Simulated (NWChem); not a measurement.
The numbers come from NWChem runs, not from measurements. System: pyridine (C$_{5}$H$_{5}$N), charge 0, spin multiplicity 1, at a geometry optimised with PBE0/def2-SVP. Level: MP2/def2-SVP, 6 core orbitals frozen.

Input file:

```
start mol
memory heap 200 mb stack 900 mb global 1100 mb
geometry units angstroms nocenter noautoz
  C      0.000000     0.000000     1.382730
  C     -1.197066     0.000000     0.670729
  C     -1.138719     0.000000    -0.723499
  N      0.000000     0.000000    -1.411618
  C      1.138719     0.000000    -0.723499
  C      1.197066     0.000000     0.670729
  H      0.000000     0.000000     2.475926
  H     -2.161822     0.000000     1.183094
  H     -2.064130     0.000000    -1.311967
  H      2.064130     0.000000    -1.311967
  H      2.161822     0.000000     1.183094
  symmetry group C2v
end
basis spherical
  * library def2-svp
end
scf
  rhf
  nopen 0
  maxiter 100
  thresh 1e-7
  semidirect memsize 60000000 filesize 0
end
mp2
  freeze core 6
end
task mp2 energy
```

Part of the output:

```
             Northwest Computational Chemistry Package (NWChem) 7.3.0
             --------------------------------------------------------

                                NWChem Input Module
                                -------------------

 Scaling coordinates for geometry "geometry" by  1.889725989
 (inverse scale =  0.529177249)

 Turning off AUTOSYM since
 SYMMETRY directive was detected!

                             Geometry "geometry" -> ""
                             -------------------------

 Output coordinates in angstroms (scale by  1.889725989 to convert to a.u.)

  No.       Tag          Charge          X              Y              Z
 ---- ---------------- ---------- -------------- -------------- --------------
    1 C                    6.0000     0.00000000     0.00000000     1.38273000
    2 C                    6.0000    -1.19706600     0.00000000     0.67072900
    3 C                    6.0000    -1.13871900     0.00000000    -0.72349900
    4 N                    7.0000     0.00000000     0.00000000    -1.41161800
    5 C                    6.0000     1.13871900     0.00000000    -0.72349900
    6 C                    6.0000     1.19706600     0.00000000     0.67072900
    7 H                    1.0000     0.00000000     0.00000000     2.47592600
    8 H                    1.0000    -2.16182200     0.00000000     1.18309400
    9 H                    1.0000    -2.06413000     0.00000000    -1.31196700
   10 H                    1.0000     2.06413000     0.00000000    -1.31196700
   11 H                    1.0000     2.16182200     0.00000000     1.18309400

 Effective nuclear repulsion energy (a.u.)     206.1800673303

            Nuclear Dipole moment (a.u.)
            ----------------------------
        X                 Y               Z
 ---------------- ---------------- ----------------
    -0.0000000000     0.0000000000    -0.0000113384

      Symmetry information
      --------------------

 Group name             C2v
 Group number             16
 Group order               4
 No. of unique centers     7

      Symmetry unique atoms

     1    2    3    4    7    8    9


 Summary of "ao basis" -> "" (spherical)
 ------------------------------------------------------------------------------
       Tag                 Description            Shells   Functions and Types
 ---------------- ------------------------------  ------  ---------------------
 *                          def2-svp                  on all atoms

 Summary of "ao basis" -> "ao basis" (spherical)
 ------------------------------------------------------------------------------
       Tag                 Description            Shells   Functions and Types
 ---------------- ------------------------------  ------  ---------------------
 C                          def2-svp                 6       14   3s2p1d
 N                          def2-svp                 6       14   3s2p1d
 H                          def2-svp                 3        5   2s1p

                                 NWChem SCF Module
                                 -----------------

  ao basis        = "ao basis"
  functions       =   109
  atoms           =    11
  closed shells   =    21
  open shells     =     0
  charge          =   0.00
  wavefunction    = RHF
  use symmetry    = T
  symmetry adapt  = T

 Summary of "ao basis" -> "ao basis" (spherical)
 ------------------------------------------------------------------------------
       Tag                 Description            Shells   Functions and Types
[...]
 Vector   23  Occ=0.000000D+00  E= 1.256479D-01  Symmetry=a2
              MO Center= -1.2D-15,  3.6D-17, -5.8D-02, r^2= 3.6D+00
   Bfn.  Coefficient  Atom+Function         Bfn.  Coefficient  Atom+Function
  ----- ------------  ---------------      ----- ------------  ---------------
    36     -0.520813   3 C  py               64      0.520813   5 C  py
    22      0.509916   2 C  py               78     -0.509916   6 C  py
    33     -0.294163   3 C  py               61      0.294163   5 C  py
    19      0.267192   2 C  py               75     -0.267192   6 C  py

 Vector   24  Occ=0.000000D+00  E= 1.817310D-01  Symmetry=a1
              MO Center=  1.3D-15, -1.7D-18,  1.4D+00, r^2= 8.4D+00
   Bfn.  Coefficient  Atom+Function         Bfn.  Coefficient  Atom+Function
  ----- ------------  ---------------      ----- ------------  ---------------
    86      1.274296   7 H  s                91      1.027442   8 H  s
   106      1.027442  11 H  s                 3     -0.925233   1 C  s
    17     -0.720368   2 C  s                73     -0.720368   6 C  s
    96      0.590010   9 H  s               101      0.590010  10 H  s
     9     -0.499874   1 C  pz               31     -0.413031   3 C  s

 center of mass
 --------------
 x =  -0.00000000 y =   0.00000000 z =  -0.05272075

 moments of inertia (a.u.)
 ------------------
         309.304359170450           0.000000000000           0.000000000000
           0.000000000000         607.558165194445           0.000000000000
           0.000000000000           0.000000000000         298.253806023995

  Mulliken analysis of the total density
  --------------------------------------

    Atom       Charge   Shell Charges
 -----------   ------   -------------------------------------------------------
    1 C    6     5.97   1.99  0.89  0.22  2.00  0.82  0.05
    2 C    6     6.13   1.99  0.88  0.28  2.03  0.90  0.04
    3 C    6     5.86   1.99  0.89  0.21  1.98  0.72  0.07
    4 N    7     7.34   1.99  1.02  0.53  2.32  1.45  0.03
    5 C    6     5.86   1.99  0.89  0.21  1.98  0.72  0.07
    6 C    6     6.13   1.99  0.88  0.28  2.03  0.90  0.04
    7 H    1     0.94   0.75  0.16  0.03
    8 H    1     0.95   0.75  0.17  0.03
    9 H    1     0.94   0.76  0.16  0.02
   10 H    1     0.94   0.76  0.16  0.02
   11 H    1     0.95   0.75  0.17  0.03

       Multipole analysis of the density wrt the origin
       ------------------------------------------------

     L   x y z        total         open         nuclear
     -   - - -        -----         ----         -------
     0   0 0 0     -0.000000      0.000000     42.000000

     1   1 0 0      0.000000      0.000000     -0.000000
     1   0 1 0     -0.000000      0.000000      0.000000
     1   0 0 1      0.903292      0.000000     -0.000011

     2   2 0 0    -21.942119      0.000000    180.781523
     2   1 1 0      0.000000      0.000000      0.000000
     2   1 0 1      0.000000      0.000000      0.000000
     2   0 2 0    -28.617614      0.000000      0.000000
     2   0 1 1      0.000000      0.000000      0.000000
     2   0 0 2    -27.268754      0.000000    176.669110

                   NWChem MP2 Semi-direct Energy/Gradient Module
                   ---------------------------------------------

  Basis functions       =    109
  Molecular orbitals    =    109
  Frozen core           =      6
  Frozen virtuals       =      0
  Active alpha occupied =     15
  Active beta occupied  =     15
  Active alpha virtual  =     88
  Active beta virtual   =     88
  Use MO symmetry       = T
  Use skeleton AO sym   = T

  AO/Fock/Back tols     =   1.0D-09  1.0D-09  1.0D-09

 GA uses MA = F    GA memory limited = T

 Available:
  local mem=  1.26D+08
 global mem=  1.44D+08
 local disk=  0.00D+00
  mp2_memr nvloc                    88
  nvloc new                    88
   1 passes of  15:        3145728                      57897                  26405342.
   1 passes of  15: M    126140507           G      144155438           F     122994779.

 Semi-direct pass number   1 of   1  for RHF alpha+beta  at        1.2s
  vrange nnbf                  5879
  mp2_eaftype                   100  avail_ma_in_mb                  1099
 EAF : mp2_eaftype filesize         100   13202671.
  mp2_eaf for mointskh                    100
Node 0 wrote     62.1 Mb in      0.0 s     Agg I/O rate:  1552.0 Mb/s
 Done moints_semi at        3.4s
  mp2_eaftype                   100  avail_ma_in_mb                   999
 EAF : mp2_eaftype filesize         100   13202671.
  mp2_eaf for kh                   100
 Done maket at        3.6s
 Done multipass loop at        3.6s

          -------------------------------------------
          SCF energy                -246.510804941843
          Correlation energy          -0.805540145814
          Singlet pairs               -0.487715397837
          Triplet pairs               -0.317824747976
          Total MP2 energy          -247.316345087657
          -------------------------------------------

          ---------------------------------------------------
                    Spin Component Scaled (SCS) MP2
          Same spin pairs                     -0.211883165318
          Same spin scaling factor             0.333333333333
          Opposite spin pairs                 -0.593656980496
          Opposite spin scaling fact.          1.200000000000
          SCS-MP2 correlation energy          -0.783016098368
          Total SCS-MP2 energy              -247.293821040211
          ---------------------------------------------------

 -----------------------
 Performance information
 -----------------------

 Timer overhead =  9.62D-08 seconds/call

               Nr. of calls         CPU time (s)                 Wall time (s)                GFlops
             ---------------    -------------------     ------------------------------   -------------------
Name         Min   Avg   Max    Min     Avg     Max     Min     Avg     Max   Mx/calls   Min     Max     Sum
mp2: moin     1     1     1    2.3     2.3     2.3      2.3     2.3     2.3     2.3      0.0     0.0     0.0
mp2: make     1     1     1   0.19    0.19    0.19     0.19    0.19    0.19    0.19      0.0     0.0     0.0
mp2: tota     1     1     1    2.5     2.5     2.5      2.5     2.5     2.5     2.5      0.0     0.0     0.0

 The average no. of pstat calls per process was 3.00D+00
 with a timing overhead of 2.89D-07s

 Task  times  cpu:        3.6s     wall:        3.6s

 Total times  cpu:        3.6s     wall:        3.6s
```
